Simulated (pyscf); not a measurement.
**Four-centre exchange: HO–SiH(F)–F + hydrogen fluoride (HF) → F–SiH(F)–F + water (H₂O)**

Gas phase, singlet surface, charge 0. Bonds broken: Si2–O4, H7–F8. Bonds formed: Si2–F8, O4–H7. Optimised with ωB97X-D3(BJ)/def2-SVP in PySCF. MP2 and CC: frozen core, UHF for open shells. ΔMP2 is the change of the MP2 total energy from the triple- to the quadruple-zeta basis.

Transition state (Å):

```xyz
8

F      1.2526     0.6588     0.7539
Si    -0.1259     0.3129    -0.0165
F     -1.0027     1.6127     0.4540
O     -1.1700    -0.8213     0.9001
H     -0.2204     0.4214    -1.4738
H     -1.5124    -0.6041     1.7769
H     -0.3769    -1.5925     0.5758
F      0.5119    -1.4699    -0.2387
```

One imaginary mode, 824i cm⁻¹; descent along it reached the two sides named, in the forms told below.

```
bond    change  reactant side (Å)  saddle  product side
------  ------  -----------------  ------  ------------
Si2–O4  breaks              1.660   1.794           2.6
H7–F8   breaks              0.935   1.212         2.400
Si2–F8   forms                2.9   1.906         1.613
O4–H7    forms              1.783   1.153         0.966
```

Electronic energies relative to the separated reactants (kcal/mol):

```json
[
 {"level": "ωB97X-D3(BJ)/def2-TZVP", "barrier": "14.2", "reaction energy": "-8.0", "reverse barrier": "22.2"},
 {"level": "PBE/def2-TZVP", "barrier": "10.5", "reaction energy": "-8.7", "reverse barrier": "19.2"},
 {"level": "r²SCAN/def2-TZVP", "barrier": "10.8", "reaction energy": "-8.9", "reverse barrier": "19.7"},
 {"level": "B3LYP-D3(BJ)/def2-TZVP", "barrier": "14.5", "reaction energy": "-8.5", "reverse barrier": "23.0"},
 {"level": "PBE0-D3(BJ)/def2-TZVP", "barrier": "12.4", "reaction energy": "-7.8", "reverse barrier": "20.2"},
 {"level": "M06-2X/def2-TZVP", "barrier": "13.3", "reaction energy": "-7.7", "reverse barrier": "21.0"},
 {"level": "ωB97M-D3(BJ)/def2-TZVP", "barrier": "13.9", "reaction energy": "-8.3", "reverse barrier": "22.2"},
 {"level": "HF/def2-TZVP", "barrier": "29.6", "reaction energy": "-8.8", "reverse barrier": "38.4"},
 {"level": "MP2/def2-QZVPP", "barrier": "16.7", "reaction energy": "-8.3", "reverse barrier": "25.0"},
 {"level": "CCSD/def2-TZVPP", "barrier": "19.2", "reaction energy": "-8.4", "reverse barrier": "27.6"},
 {"level": "CCSD(T)/def2-TZVPP", "barrier": "17.1", "reaction energy": "-8.3", "reverse barrier": "25.4"},
 {"level": "CCSD(T)/def2-TZVPP + ΔMP2(QZVPP)", "barrier": "17.3", "reaction energy": "-8.5", "reverse barrier": "25.8"}
]
```

With CCSD(T)/def2-TZVPP + ΔMP2(QZVPP) energies and thermal terms (ideal gas, 1 atm, RRHO with modes under 100 cm⁻¹ raised to 100, one conformer, R ln 2 for rigid chiral ones), in kcal/mol:

| T (K) | ΔH‡ | ΔG‡ | ΔH | ΔG |
|---|---|---|---|---|
| 298 | 16.7 | 27.6 | -8.0 | -7.8 |
| 600 | 16.2 | 39.0 | -8.5 | -7.4 |
| 900 | 16.3 | 50.4 | -9.0 | -6.7 |
| 1200 | 16.6 | 61.7 | -9.5 | -5.8 |

On the reactant side the descent ends in a complex, 5.2 kcal/mol under the separated species and 19.4 kcal/mol under the saddle at ωB97X-D3(BJ)/def2-TZVP. One saddle was located; it need not be the lowest between these sides. The CCSD(T) − MP2 part came from Ansatz, without density fitting, on the same reference.
